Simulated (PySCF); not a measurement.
# PBE/6-311+G(d,p) run of C2H2F2 (SMILES F/C=C\F)

Aim: the vertical electron affinity of C2H2F2 at PBE/6-311+G**, from 2 runs. The job is set up through a Python script.

The results are computed with PySCF 2.14.0.

1 further run of the same task is left out (set aside as unsound or not needed).

### Step 1. The molecule

The species is C2H2F2 (6 atoms), meant as a singlet with charge 0. SMILES: `F/C=C\F`. The shape is that of a GFN2-xTB optimisation.

Bond lengths: F1–C2 1.335 Å, C2–C3 1.321 Å, C3–F4 1.335 Å, C2–H5 1.079 Å, C3–H6 1.078 Å. Angles: F1–C2–C3 123.7°, C2–C3–F4 123.7°, F1–C2–H5 113.2°, C3–C2–H5 123.0°, C2–C3–H6 123.2°, F4–C3–H6 113.1°.

### Step 2. A single-point energy at PBE/6-311+G(d,p)

Input file input.py:

```python
# F/C=C\F
from pyscf import gto, dft

mol = gto.Mole()
mol.atom = '''
F        0.192360      -0.836360      -1.520840
C        0.405210       0.027280      -0.525710
C       -0.327390       0.076410       0.572410
F       -1.362570      -0.733090       0.808990
H        1.239650       0.687180      -0.705780
H       -0.147270       0.778580       1.370930
'''
mol.charge = 0
mol.verbose = 3
mol.basis = '6-311+g**'
mol.max_memory = 1860
mol.build()

mf = dft.RKS(mol, xc='pbe')
mf.grids.level = 5
mf.conv_tol = 1e-10
mf.kernel()
if not mf.converged:
    mf = mf.newton().run(mf.mo_coeff, mf.mo_occ)

etot = mf.e_tot
print('Final energy', etot)
```

Launch:

```bash
$ OMP_NUM_THREADS=1 python input.py
```

The program printed:

```text
converged SCF energy = -276.85349651296
Final energy -276.8534965129605
```

Run time: 25 s. Hardware: 1 thread of Arm Neoverse N1, shared host; peak memory 0.5 GiB.

### Step 3. The doublet anion at the same level

Input file job.py:

```python
from pyscf import gto, dft

molecule = gto.Mole()
molecule.atom = [
    ('F', (0.192360, -0.836360, -1.520840)),
    ('C', (0.405210, 0.027280, -0.525710)),
    ('C', (-0.327390, 0.076410, 0.572410)),
    ('F', (-1.362570, -0.733090, 0.808990)),
    ('H', (1.239650, 0.687180, -0.705780)),
    ('H', (-0.147270, 0.778580, 1.370930)),
]
molecule.basis = '6-311+g**'
molecule.max_memory = 1860
molecule.verbose = 3
molecule.charge = -1
molecule.spin = 1
molecule.build()

myscf = dft.UKS(molecule)
myscf.xc = 'pbe'
myscf.grids.level = 5
myscf.conv_tol = 1e-10
myscf.kernel()
if not myscf.converged:
    myscf = myscf.newton().run(myscf.mo_coeff, myscf.mo_occ)

energy = myscf.e_tot
print('E(%s) = %.9f' % ('PBE', energy))
```

Launch:

```bash
$ OMP_NUM_THREADS=1 python job.py
```

The program printed:

```text
WARN: HOMO -0.0533297649521198 >= LUMO -0.0533297649521177

converged SCF energy = -276.814180129659  <S^2> = 0.75013613  2S+1 = 2.0001361
E(PBE) = -276.814180130
```

It took 57 s on 1 thread of Arm Neoverse N1, shared host; peak memory 0.52 GiB.

### Step 4. Results

Level: PBE/6-311+G**.

| quantity | value |
| --- | --- |
| singlet C2H2F2: total energy | -276.85350 Eh |
| singlet C2H2F2: dipole moment | 2.28 D |
| singlet C2H2F2: HOMO energy | -6.41 eV |
| singlet C2H2F2: LUMO energy | -0.80 eV |
| singlet C2H2F2: HOMO–LUMO gap | 5.61 eV |
| doublet anion: total energy | -276.81418 Eh |
| doublet anion: HOMO energy (highest over α and β) | 2.65 eV |
| doublet anion: LUMO energy (lowest over α and β) | 3.15 eV |
| doublet anion: ⟨S²⟩ | 0.750 |
| vertical electron affinity (to the doublet anion) | -1.070 eV |

What this shows: The anion lies 1.07 eV (103 kJ/mol) above the neutral: the electron isn't bound at this level, and such a value depends on the basis. The HOMO (doublet anion) lies at positive energy, 2.65 eV, as semi-local functionals often give for anions; only total energies tell whether the electron is bound.
